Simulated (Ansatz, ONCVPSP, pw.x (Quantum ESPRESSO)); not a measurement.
From atom to crystal: ONCV potential for aluminium

ONCVPSP 4.0.1.1 (patched build) input, shortened (lines: element, Z, core and valence counts, functional; n l f; lmax; l rc ep ncon nbas qcut; lloc lpopt rc5 dvloc0; l nproj debl; icmod fcfact rcfact), LDA (Perdew-Wang 92), scalar-relativistic:

```
  Al 13.00    3    2  -001012      upf
    1    0    2.00
    2    0    2.00
    2    1    6.00
    3    0    1.75
    3    1    1.25
    1
    0    2.30    0.00    3    7    2.30
    1    2.55    0.00    4    7    2.60
    4    5    1.70    1.00
    0    2    2.00
    1    2    2.10
    3    2.25    1.70
```

Atomic tests: cutoffs needed: 9.6 Ha and 27 Ha (the cutoffs (Ha) at which the residual kinetic energy of the hardest occupied pseudo-wave falls to 1 and 0.1 mHa per electron) The cutoffs count occupied waves only; projector 2 of the s channel, the hardest unoccupied one, needs 27 Ha at the loose tolerance.; ghost test: no bound ghost flagged; GHOST(+) flagged for s at 100.7 eV; largest excitation error: -52 meV (all-electron minus pseudo) for 3s1 3p0, out of 4 test configurations.

Crystal test: bcc Al in pw.x 7.5, no spin, 14³ k-points, Fermi–Dirac smearing 0.01 Ry, cutoffs 65/260 Ry. The reference is all-electron LAPW (Ansatz 0.2.0) with the same functional, mesh and smearing; V0 and B0 come from Birch–Murnaghan fits to the pressures at five volumes. Errors are pseudo minus all-electron; Δ is the rms difference of the E(V) curves that follow from these fits, minima aligned, over ±6 % about the mean V0. Mesh and smearing are coarse, so the numbers serve the comparison and aren't converged zero-temperature values; the lattice is a test structure that the element need not adopt.

| V (Å³/atom) | P all-electron (GPa) | P pseudo (GPa) |
| --- | --- | --- |
| 15.411 | 4.35 | 10.59 |
| 15.816 | 2.08 | 7.82 |
| 16.222 | 0.10 | 5.38 |
| 16.628 | -1.63 | 3.24 |
| 17.033 | -3.14 | 1.35 |

All-electron: a0 = 3.191 Å (V0 = 16.24 Å³/atom), B0 = 73.6 GPa.

Pseudopotential: mean pressure error (GPa): +5.32. The pressure does not cross zero within the volumes sampled, so no fit is given. This is a poor potential for the solid.

Task: At the middle volume, how do free energy and pressure move when the wave cutoff is lowered (ecutrho kept at four times it)?

Result:

| cutoff (Ry) | shift of F (meV/atom) | shift of P (GPa) |
| --- | --- | --- |
| 29 | +23.7 | -0.21 |
| 39 | +19.1 | -0.17 |
| 52 | +2.0 | -0.19 |

Input at the middle volume:

```
&control
  calculation='scf', prefix='x', pseudo_dir='./', outdir='./tmp', tstress=.true., disk_io='none'
/
&system
  ibrav=0, nat=1, ntyp=1, ecutwfc=65, ecutrho=260, nbnd=8,
  occupations='smearing', smearing='fd', degauss=0.01
/
&electrons
  conv_thr=1e-09, mixing_beta=0.4, electron_maxstep=70
/
ATOMIC_SPECIES
Al 1.0 Al.UPF
CELL_PARAMETERS angstrom
  -1.59470909 1.59470909 1.59470909
  1.59470909 -1.59470909 1.59470909
  1.59470909 1.59470909 -1.59470909
ATOMIC_POSITIONS crystal
Al 0.0000 0.0000 0.0000
K_POINTS automatic
14 14 14 0 0 0
```

```bash
pw.x < Al.scf.in > Al.scf.out
```

Lines of the output:

```
Message from routine setup:
     using ibrav=0 with symmetry is DISCOURAGED, use correct ibrav instead
     lattice parameter (alat)  =       5.2196  a.u.
     unit-cell volume          =     109.4715 (a.u.)^3
     number of electrons       =         3.00
     number of Kohn-Sham states=            8
     kinetic-energy cutoff     =      65.0000  Ry
     charge density cutoff     =     260.0000  Ry
     scf convergence threshold =      1.0E-09
     Exchange-correlation= SLA  PW   NOGX NOGC
     number of k points=   104  Fermi-Dirac smearing, width (Ry)=  0.0100
     iteration #  1     ecut=    65.00 Ry     beta= 0.40
     total energy              =      -4.57758280 Ry
     estimated scf accuracy    <       0.00450908 Ry
     iteration #  2     ecut=    65.00 Ry     beta= 0.40
     total energy              =      -4.57697105 Ry
     estimated scf accuracy    <       0.00138809 Ry
     iteration #  3     ecut=    65.00 Ry     beta= 0.40
     total energy              =      -4.57703470 Ry
     estimated scf accuracy    <       0.00000151 Ry
     iteration #  4     ecut=    65.00 Ry     beta= 0.40
     total energy              =      -4.57703548 Ry
     estimated scf accuracy    <          3.5E-09 Ry
     iteration #  5     ecut=    65.00 Ry     beta= 0.40
     the Fermi energy is     8.0172 ev
!    total energy              =      -4.57703548 Ry
     estimated scf accuracy    <          5.7E-10 Ry
     smearing contrib. (-TS)   =      -0.00166087 Ry
     The total energy is F=E-TS. E is the sum of the following terms:
     one-electron contribution =       2.97983603 Ry
     hartree contribution      =       0.00206979 Ry
     xc contribution           =      -2.12299942 Ry
     ewald contribution        =      -5.43428101 Ry
     convergence has been achieved in   5 iterations
          total   stress  (Ry/bohr**3)                   (kbar)     P=       53.85
     Message from routine punch:
     Nothing written, as per user request (disk_io='none')
```

The run at the middle volume (104 k-points, 5 iterations) took about 14 s on one core of a shared host (Neoverse-N1, 64 threads, 124 GiB, load 45).
